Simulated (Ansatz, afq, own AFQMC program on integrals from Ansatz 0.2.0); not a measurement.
# CHAl, triplet → CHAl⁺, doublet

```yaml
atoms:
  - { symbol: Al, position_ang: [0.0000, 0.0000, 0.1051] }
  - { symbol: C, position_ang: [0.0000, 0.0000, -1.8111] }
  - { symbol: H, position_ang: [0.0000, 0.0000, 1.7060] }
```

Connectivity, by distances: AlH–C.

E(doublet, charge +1) − E(triplet, charge +0) at this geometry, on UHF and ROHF determinants.

Basis cc-pVDZ. Noble-gas cores (and the filled d shells of Ga–Kr and In–Xe) are frozen. Integrals, coupled cluster, full CI and functionals: Ansatz 0.2.0; the random walks run on the same integrals in our own AFQMC program. The CISD trial takes its coefficients from CCSD amplitudes. Released means that phaseless walkers are propagated on without the constraint, phases kept. Error bars are statistical, one sigma. The errors of all members are added in quadrature.

No full CI on the walks' own integrals is used here; CCSDT(Q) serves as the reference and is uncertain by about the last step of the cluster series. Each member takes its own surest rung, up to full CI.

Errors are counted within cc-pVDZ, not against nature.

Cautions: CHAl (triplet): its ph-AFQMC/CISD value lies 72 ± 13 meV above CCSDT(Q); CHAl⁺ (doublet): another spin lies lower, a spin-contaminated unrestricted determinant lies lower (UHF 729 meV lower, ⟨S²⟩ 1.59), CCSDT(Q) on the UHF determinant differs (942 meV lower), perhaps since the unrestricted series falls towards higher spin, its ph-AFQMC/CISD value lies 26 ± 12 meV above CCSDT(Q); this isn't the first ionization.

```csv
level,vertical ionization energy (kcal/mol)
CCSD,193.8
MP2,198.0
```

Problem. From these cheaper values, estimate the vertical ionization energy at the reference level in cc-pVDZ.

Solution. 196.9 kcal/mol (CCSDT(Q) in cc-pVDZ).

| level | vertical ionization energy (kcal/mol) | error against CCSDT(Q) (kcal/mol) |
| --- | --- | --- |
| HF | 179.4 | -17.5 |
| CCSD(T) | 196.1 | -0.7 |
| CCSDT | 196.5 | -0.4 |
| ph-AFQMC/HF | 199.2 ± 1.5 | 2.3 ± 1.5 |
| ph-AFQMC/CISD | 195.8 ± 0.4 | -1.0 ± 0.4 |
| released AFQMC | 196.4 ± 0.7 | -0.5 ± 0.7 |

Correlation beyond CCSD(T) adds 0.7 kcal/mol. The perturbative (T) step is worth +2.3 kcal/mol.

A walk keeps the symmetry of its determinant, which the program's search chose and which needn't be the lowest solution, so a lower state of the same spin and another symmetry isn't excluded. Released energies are given only where the last usable release times agree within the noise; a slower fall can still hide under it.
